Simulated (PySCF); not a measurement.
These compounds are isomers of formula C₄H₈.

A. `C=C(C)C`
B. `C/C=C/C`
C. `C1CCC1`

Spectrum 1. 1H NMR (300 MHz, computed): δ 1.88 (s, 8H). 13C{1H} NMR (computed): δ 24.6 (CH2).

Spectrum 2. 1H NMR (300 MHz, computed): δ 5.61 (m, 2H), 1.73 (m, 6H). 13C{1H} NMR (computed): δ 134.4 (CH), 21.2 (CH3).

Spectrum 3. 1H NMR (300 MHz, computed): δ 5.04 (sept, J = 1.7 Hz, 2H), 1.74 (t, J = 1.7 Hz, 6H). 13C{1H} NMR (computed): δ 150.4 (C), 119.1 (CH2), 26.3 (CH3).

Level of theory: spin–spin couplings from B3LYP/pcJ-1 (spin–dipole term left out of most H,H and C,H couplings), GIAO PBE0/pcSseg-1 shieldings, PBE0-D3(BJ)/def2-SVP structure, in PySCF 2.14 (a single conformation, equivalent nuclei averaged, gas phase, no relativistic terms).

Scale: TMS for 1H (σ = 31.27 ppm), 13C (σ = 184.41 ppm) (reference shieldings calculated alike). Multiplet labels drop J under 1 Hz and among equivalent protons, and merge close values. Unscaled 3J(H,H) run several per cent high. Shifts are as computed. Against solution values, carbons near 30 ppm lie about +2 ppm off and those near 130 ppm about +5 ppm. Of 1211 compounds with measured shifts, 218 miss one by over three times the rms of a fit or turn the order of signals round; such compounds aren't used in these exercises.

Task: Which spectrum belongs to which compound?

Result: 1–C, 2–B, 3–A.

- Spectrum 1 (C): a single 13C signal, at 24.6 ppm (sp3 CH2 in a ring); δH 1.88 is the hydrogen on an sp3 CH2 in a ring.
- Spectrum 2 (B): 2 13C signals; δC 134.4 is an alkene CH; δC 21.2 is an allylic methyl carbon.
- Spectrum 3 (A): 3 13C signals; δC 150.4 is a fully substituted alkene carbon; δC 119.1 is a terminal =CH2 carbon.
